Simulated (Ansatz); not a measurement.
# CH6Si: molecular dynamics

Purpose: to follow the molecule's vibrations and see whether its bonds hold. The start is relaxed first. Runs: 40 steps of 2 fs at constant energy, with velocities drawn for 500 K. SMILES of the start: C[SiH3].

Method: RKS r2SCAN-D4/6-31G*, in Ansatz 0.2.0.

## (1) The structure to begin with

Bond lengths: Si1–H2 1.460 Å, Si1–H3 1.460 Å, Si1–C4 1.869 Å, C4–H5 1.110 Å, C4–H6 1.110 Å, C4–H7 1.110 Å, Si1–H8 1.459 Å. Angles: H2–Si1–H3 109.5°, H2–Si1–C4 109.5°, H2–Si1–H8 109.5°, H3–Si1–C4 109.5°, H3–Si1–H8 109.5°, C4–Si1–H8 109.5°, Si1–C4–H5 109.5°, Si1–C4–H6 109.5°, Si1–C4–H7 109.5°, H5–C4–H6 109.4°, H5–C4–H7 109.4°, H6–C4–H7 109.4°.

As a file:

```xyz
8

Si    0.0000    0.0000    0.0000
H     0.0000    0.0000    1.4600
H     1.3768    0.0000   -0.4862
C    -0.8808    1.5259   -0.6227
H    -1.9334    1.2723   -0.8671
H    -0.8624    2.3106    0.1622
H    -0.3704    1.9025   -1.5336
H    -0.6877   -1.1914   -0.4862
```

## (2) Preparing the start

input.yaml

```yaml
crystal:
  periodic: [false, false, false]
  atoms:
    - { symbol: Si, position_ang: [0.0, 0.0, 0.0] }
    - { symbol: H, position_ang: [0.0, 0.0, 1.46] }
    - { symbol: H, position_ang: [1.3768, 0.0, -0.4862] }
    - { symbol: C, position_ang: [-0.8808, 1.5259, -0.6227] }
    - { symbol: H, position_ang: [-1.9334, 1.2723, -0.8671] }
    - { symbol: H, position_ang: [-0.8624, 2.3106, 0.1622] }
    - { symbol: H, position_ang: [-0.3704, 1.9025, -1.5336] }
    - { symbol: H, position_ang: [-0.6877, -1.1914, -0.4862] }
basis:
  gaussian: { orbitals: "6-31G*" }
hamiltonian:
  xc: r2scan
  dispersion: d4
relax:
  f_tol: 0.02
  max_steps: 40
```

The run is started by

```
$ ansatz run input.yaml --threads 1 --pin off --max-ram 2048MiB --backend cpu --events-out ev --progress --plain --runs-dir out
```

What it wrote, cut to the lines that bear on the results:

```text
Warning: RAYON_NUM_THREADS=1 ignored (pool sized by the plan → 1); use --threads N
[...]
Functional definition: r2SCAN
[...]
543 factors; integrals over basis functions are off by at most 7.2e-4 eV
[...]
mean field -9010.22030458 eV, -331.1194888467 hartree, gradient 3.4e-5 eV, S^2 0.000000; 0 other end points of the search recorded, 0 dependent functions left out
[...]
reference -9010.22031277 eV, -331.1194891478 hartree; 13, 13 occupied and 33, 33 virtual orbitals, 543 factors
relax step   1: F+E_penalty+E_count = -9010.24429132 eV  Δ(F+E_penalty+E_count) = +0.000e0 eV  max|allowed force component| = 6.075e-1 eV/Å  Δτ_max = 0.0000 Å  (21 SCF iters, accepted)
[...]
relax step   3: F+E_penalty+E_count = -9010.32275422 eV  Δ(F+E_penalty+E_count) = -1.086e-2 eV  max|allowed force component| = 6.923e-2 eV/Å  Δτ_max = 0.0555 Å  (20 SCF iters, accepted)
[...]
relax step   5: F+E_penalty+E_count = -9010.32351498 eV  Δ(F+E_penalty+E_count) = +2.320e-2 eV  max|allowed force component| = 7.075e-1 eV/Å  Δτ_max = 0.1951 Å  (23 SCF iters, rejected (line search))
[...]
relax step   7: F+E_penalty+E_count = -9010.34788592 eV  Δ(F+E_penalty+E_count) = +3.923e-3 eV  max|allowed force component| = 3.268e-1 eV/Å  Δτ_max = 0.0474 Å  (23 SCF iters, rejected (line search))
[...]
relax step   9: F+E_penalty+E_count = -9010.35285990 eV  Δ(F+E_penalty+E_count) = -3.286e-4 eV  max|allowed force component| = 3.060e-2 eV/Å  Δτ_max = 0.0335 Å  (21 SCF iters, accepted)
[...]
relax step  10: F+E_penalty+E_count = -9010.35288318 eV  Δ(F+E_penalty+E_count) = -2.328e-5 eV  max|allowed force component| = 4.835e-3 eV/Å  Δτ_max = 0.0019 Å  (16 SCF iters, accepted)
543 factors; integrals over basis functions are off by at most 7.5e-4 eV
mean field -9010.32895400 eV, -331.1234816392 hartree, gradient 6.8e-5 eV, S^2 0.000000; 1 other end points of the search recorded, 0 dependent functions left out
[...]
reference -9010.32896229 eV, -331.1234819439 hartree; 13, 13 occupied and 33, 33 virtual orbitals, 543 factors
Total energy: -9010.35289147 eV, -331.1243613249 hartree
Atom 0 at    -0.000591     0.001455    -0.000447 Å, force    -0.000282     0.000675     0.001915 eV/Å
Atom 1 at    -0.247067    -0.195804     1.456904 Å, force     0.000315    -0.001028    -0.001787 eV/Å
Atom 2 at     1.471510     0.116366    -0.208413 Å, force    -0.001783    -0.001156    -0.000383 eV/Å
Atom 3 at    -0.887533     1.537701    -0.627473 Å, force    -0.003428     0.001372     0.001393 eV/Å
Atom 4 at    -1.970400     1.455860    -0.476281 Å, force     0.004835     0.000501    -0.000432 eV/Å
Atom 5 at    -0.540790     2.434477    -0.100639 Å, force    -0.000987    -0.001951    -0.000894 eV/Å
Atom 6 at    -0.707425     1.685841    -1.698643 Å, force    -0.000318     0.000400    -0.001070 eV/Å
Atom 7 at    -0.475603    -1.215995    -0.718609 Å, force     0.001649     0.001188     0.001259 eV/Å
Dipole moment:    -0.084913     0.147052    -0.060204 e Å
```

Wall time 17 s (1 thread of Arm Neoverse V2, shared host); peak memory 0.12 GiB.

Relaxation path:

```csv
step,energy from step 1 (eV),largest force component (eV/Å)
1,0.0000,0.6075
2,-0.0676,0.1883
3,-0.0785,0.0692
4,-0.1024,0.0335
5x,-0.0792,0.7075
6,-0.1075,0.0270
7x,-0.1036,0.3268
8,-0.1082,0.0080
9,-0.1086,0.0306
10,-0.1086,0.0048
```

Step 1 is the start. 2 steps were tried and not accepted (5, 7; marked x where the table lists them).

After: Bond lengths: Si1–H2 1.491 Å, Si1–H3 1.491 Å, Si1–C4 1.881 Å, C4–H5 1.096 Å, C4–H6 1.096 Å, C4–H7 1.096 Å, Si1–H8 1.491 Å. Angles: H2–Si1–H3 108.0°, H2–Si1–C4 110.8°, H2–Si1–H8 108.1°, H3–Si1–C4 110.9°, H3–Si1–H8 108.1°, C4–Si1–H8 110.9°, Si1–C4–H5 111.0°, Si1–C4–H6 111.0°, Si1–C4–H7 111.0°, H5–C4–H6 107.9°, H5–C4–H7 107.9°, H6–C4–H7 107.9°.

## (3) The run

40 steps of 2 fs at constant energy, with velocities drawn for 500 K, from the relaxed start.

input.yaml

```yaml
crystal:
  periodic: [false, false, false]
  atoms:
    - { symbol: Si, position_ang: [-0.000591, 0.001455, -0.000447] }
    - { symbol: H, position_ang: [-0.247067, -0.195804, 1.456904] }
    - { symbol: H, position_ang: [1.47151, 0.116366, -0.208413] }
    - { symbol: C, position_ang: [-0.887533, 1.537701, -0.627473] }
    - { symbol: H, position_ang: [-1.9704, 1.45586, -0.476281] }
    - { symbol: H, position_ang: [-0.54079, 2.434477, -0.100639] }
    - { symbol: H, position_ang: [-0.707425, 1.685841, -1.698643] }
    - { symbol: H, position_ang: [-0.475603, -1.215995, -0.718609] }
basis:
  gaussian: { orbitals: "6-31G*" }
hamiltonian:
  xc: r2scan
  dispersion: d4
md:
  timestep: 2.0
  n_steps: 40
  ensemble: nve
  temperature: 500.0
  initial_velocities: maxwell_boltzmann
  seed: 621257
```

The run is started by

```
$ ansatz run input.yaml --threads 1 --pin off --max-ram 2048MiB --backend cpu --events-out ev --progress --plain --runs-dir out
```

What it wrote, cut to the lines that bear on the results:

```text
Warning: RAYON_NUM_THREADS=1 ignored (pool sized by the plan → 1); use --threads N
[...]
Functional definition: r2SCAN
[...]
540 factors; integrals over basis functions are off by at most 7.6e-4 eV
[...]
mean field -9010.32895944 eV, -331.1234818390 hartree, gradient 3.9e-5 eV, S^2 0.000000; 0 other end points of the search recorded, 0 dependent functions left out
[...]
reference -9010.32896770 eV, -331.1234821427 hartree; 13, 13 occupied and 33, 33 virtual orbitals, 540 factors
md step     0: t =     0.00 fs  T =   500.0 K  F+E_penalty+E_count = -9010.35288861 eV  E_kin = 0.387780 eV  conserved = -9009.96510862 eV  (21 SCF iters)
[...]
md step    10: t =    20.00 fs  T =   330.2 K  F+E_penalty+E_count = -9010.21200428 eV  E_kin = 0.256056 eV  conserved = -9009.95594802 eV  (21 SCF iters, 3 dispersion substeps)
[...]
md step    40: t =    80.00 fs  T =   179.6 K  F+E_penalty+E_count = -9010.08056087 eV  E_kin = 0.139276 eV  conserved = -9009.94128479 eV  (22 SCF iters, 3 dispersion substeps)
Total energy: -9010.08056925 eV, -331.1143536679 hartree
Atom 0 at     0.007021    -0.023447    -0.002730 Å, force     0.133159     1.077495     0.599529 eV/Å
Atom 1 at    -0.176868    -0.112380     1.498916 Å, force    -0.337335    -0.080218    -0.432369 eV/Å
Atom 2 at     1.509717     0.025362    -0.035552 Å, force    -0.211434     0.182043    -0.417643 eV/Å
Atom 3 at    -0.902207     1.579758    -0.644535 Å, force     0.238970    -1.129966     0.754090 eV/Å
Atom 4 at    -1.960556     1.550998    -0.483437 Å, force    -1.022658    -0.617168     0.402671 eV/Å
Atom 5 at    -0.634235     2.476557    -0.128966 Å, force     0.800855     0.634852     0.712320 eV/Å
Atom 6 at    -0.847364     1.822953    -1.672222 Å, force     0.608026    -0.073129    -1.528594 eV/Å
Atom 7 at    -0.397713    -1.290056    -0.657508 Å, force    -0.209583     0.006091    -0.090004 eV/Å
Dipole moment:    -0.131147     0.140546    -0.108676 e Å
```

It took 66 s on 1 thread of Arm Neoverse V2, shared host; peak memory 0.1 GiB.

## (4) The trajectory

One step in 3; energies are changes from step 0:

```csv
time (fs),T (K),potential energy change (meV/atom),total energy change (meV/atom)
0.0,500,0.0,0.00
6.0,254,24.9,1.07
12.0,180,35.8,4.75
18.0,177,39.3,7.90
24.0,234,30.8,5.02
30.0,247,26.1,1.64
36.0,358,14.7,0.95
42.0,227,29.5,3.03
48.0,267,27.0,4.46
54.0,151,39.2,5.32
60.0,180,34.6,3.61
66.0,325,19.3,2.37
72.0,369,14.0,1.26
78.0,229,28.1,1.80
80.0,180,34.0,2.98
```

time (fs), T (K) and a bar:
```
      0.0        500 ##############################
      4.0        209 ####
      6.0        254 ########
     10.0        169 #
     14.0        280 ##########
     18.0        177 #
     20.0        330 ###############
     24.0        234 ######
     28.0        230 ######
     32.0        162 
     34.0        208 ####
     38.0        247 ########
     42.0        227 ######
     46.0        225 ######
     48.0        267 #########
     52.0        335 ###############
     56.0        184 ##
     60.0        180 ##
     62.0        222 #####
     66.0        325 ###############
     70.0        236 #######
     74.0        301 ############
     76.0        189 ##
     80.0        180 ##
```

## (5) Positions and forces

Positions (Å) and forces (eV/Å):

```xyz
8
time_fs=10.0 T=169 dE=0.2769
Si   -0.021    0.021   -0.025    1.954   -0.736    3.006
H    -0.211   -0.066    1.554   -0.140   -0.143   -1.409
H     1.489    0.116   -0.064   -0.342    0.017   -0.342
C    -0.852    1.487   -0.602   -1.107    1.606   -0.787
H    -1.925    1.405   -0.423   -0.241    0.010    0.096
H    -0.516    2.394   -0.101    0.131    0.112    0.277
H    -0.746    1.685   -1.664    0.127   -0.076   -0.441
H    -0.415   -1.199   -0.683   -0.382   -0.789   -0.399
8
time_fs=20.0 T=330 dE=0.1409
Si    0.002    0.005   -0.003   -0.410   -0.583   -1.096
H    -0.386   -0.126    1.387    0.091   -0.141    0.882
H     1.468    0.135   -0.202    0.116   -0.060    0.139
C    -0.888    1.543   -0.633    0.499   -1.259    0.500
H    -1.928    1.411   -0.367   -0.561    0.200   -0.143
H    -0.466    2.335   -0.034    0.077    0.803   -0.086
H    -0.740    1.651   -1.696   -0.071    0.462   -0.404
H    -0.472   -1.282   -0.689    0.259    0.578    0.210
8
time_fs=30.0 T=247 dE=0.2090
Si    0.018   -0.020    0.013   -1.272    0.600   -1.547
H    -0.357   -0.243    1.403    0.122    0.016    0.702
H     1.465    0.107   -0.236    0.286    0.025    0.182
C    -0.912    1.569   -0.644    0.563   -0.360    0.198
H    -1.978    1.592   -0.475   -0.588   -0.406    0.363
H    -0.543    2.488   -0.212    0.403    0.328    0.819
H    -0.814    1.818   -1.690    0.303   -0.588   -0.849
H    -0.469   -1.256   -0.720    0.184    0.385    0.133
8
time_fs=40.0 T=185 dE=0.2749
Si    0.003   -0.019    0.004    0.448    1.467    1.788
H    -0.129   -0.300    1.567   -0.232    0.251   -1.455
H     1.508    0.092   -0.115   -0.390    0.087   -0.229
C    -0.911    1.595   -0.648    0.682   -2.166    1.107
H    -1.966    1.512   -0.454   -0.700   -0.063    0.071
H    -0.540    2.465   -0.150    0.417    0.802    0.093
H    -0.745    1.572   -1.704    0.156    0.467   -0.923
H    -0.413   -1.160   -0.768   -0.381   -0.845   -0.452
8
time_fs=50.0 T=395 dE=0.0930
Si   -0.012    0.010    0.001    0.644   -0.587   -0.180
H    -0.186   -0.295    1.441   -0.199    0.019    0.141
H     1.465    0.162   -0.198   -0.068   -0.043   -0.038
C    -0.877    1.529   -0.615    0.253   -0.606    0.071
H    -1.933    1.435   -0.460   -0.834    0.226    0.123
H    -0.489    2.444   -0.230    0.168    0.822    0.728
H    -0.689    1.580   -1.667   -0.016   -0.052   -1.083
H    -0.457   -1.180   -0.814    0.051    0.221    0.238
8
time_fs=60.0 T=180 dE=0.2769
Si   -0.007    0.023    0.001   -0.202   -1.661   -1.454
H    -0.365   -0.247    1.353    0.074   -0.176    1.442
H     1.417    0.198   -0.312    0.500   -0.133    0.265
C    -0.859    1.489   -0.610   -0.710    0.781    0.248
H    -1.916    1.518   -0.460   -1.081   -0.409    0.276
H    -0.527    2.388   -0.136    0.643    0.860    0.352
H    -0.735    1.595   -1.655    0.407    0.221   -1.436
H    -0.521   -1.202   -0.775    0.370    0.518    0.308
8
time_fs=70.0 T=236 dE=0.2408
Si    0.003   -0.004   -0.004    0.042    0.829    1.492
H    -0.313   -0.165    1.542    0.315    0.073   -1.339
H     1.499    0.108   -0.168   -0.326   -0.005    0.041
C    -0.906    1.558   -0.639    1.380   -1.960    0.968
H    -1.932    1.411   -0.409   -1.183    0.296    0.056
H    -0.450    2.349   -0.099    0.082    1.238    0.627
H    -0.699    1.676   -1.666   -0.068    0.259   -1.492
H    -0.447   -1.191   -0.701   -0.242   -0.731   -0.353
8
time_fs=80.0 T=180 dE=0.2723
Si    0.007   -0.023   -0.003    0.133    1.077    0.600
H    -0.177   -0.112    1.499   -0.337   -0.080   -0.432
H     1.510    0.025   -0.036   -0.211    0.182   -0.418
C    -0.902    1.580   -0.644    0.239   -1.130    0.754
H    -1.961    1.551   -0.483   -1.023   -0.617    0.403
H    -0.634    2.477   -0.129    0.801    0.635    0.712
H    -0.847    1.823   -1.672    0.608   -0.073   -1.529
H    -0.398   -1.290   -0.657   -0.210    0.006   -0.090
```

## (6) Results

```
                          quantity                          value
           relaxation of the start        7 moves, 0.109 eV lower
                            length               40 steps of 2 fs
  temperature, first and last step                  500 and 180 K
          temperature, second half  mean 247 K, from 151 to 395 K
     potential energy, second half    +28 meV/atom from the start
largest change of the total energy                  7.90 meV/atom
            bonds formed or broken                              0
```

The temperature starts at 500 K and averages 247 K in the second half, where it ranges from 151 to 395 K; a mean near half the start is what vibrations about a minimum give, since they share energy equally between motion and strain. The total energy strays from its start by at most 7.90 meV/atom, 32 % of the mean kinetic energy, which is poor: the step of 2 fs is too long for the fastest motion. The bonding pattern survives the run. A run of 80 fs with 8 atoms shows the motion but fixes no equilibrium value. The nuclei move classically, without zero-point motion, which matters most for hydrogen.
